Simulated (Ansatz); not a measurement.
Predict the output of the script below (Ansatz 0.2.0 through its Python package).

The script, `run_conformers.py`:
```python
import ansatz as az
from rdkit import Chem
from rdkit.Chem import AllChem


def main() -> None:
    rd = Chem.AddHs(Chem.MolFromSmiles('F/C=C/C1C=N1'))
    ids = list(AllChem.EmbedMultipleConfs(rd, numConfs=20, randomSeed=445, pruneRmsThresh=0.4))
    field = [energy for _, energy in AllChem.MMFFOptimizeMoleculeConfs(rd)]
    distinct = {round(e, 2): i for i, e in zip(ids, field)}
    chosen = sorted(distinct.items())[:3]
    found = []
    for force_field, index in chosen:
        geometry = az.Crystal.molecule()
        for atom, xyz in zip(rd.GetAtoms(), rd.GetConformer(index).GetPositions()):
            geometry = geometry.atom(atom.GetSymbol(), xyz.round(5).tolist())
        job = geometry.calculation().basis(gaussian='def2-SVP').functional('pbe')
        found.append(job.run(threads=1).report['free_energy_ev'])
    print('conformer   MMFF (kcal/mol)   this level (kJ/mol)')
    for (force_field, index), e in zip(chosen, found):
        print(f'{index:9d} {force_field - chosen[0][0]:17.2f} {96.485332 * (e - min(found)):17.3f}')


if __name__ == '__main__':
    main()
```

```console
$ python run_conformers.py
conformer   MMFF (kcal/mol)   this level (kJ/mol)
        1              0.00             0.759
        3              0.35             0.000
```

The conformers keep their force-field geometries. Hardware and time: 5.6 s on 1 thread of Arm Neoverse V1, on a shared host, peak memory 0.25 GiB.
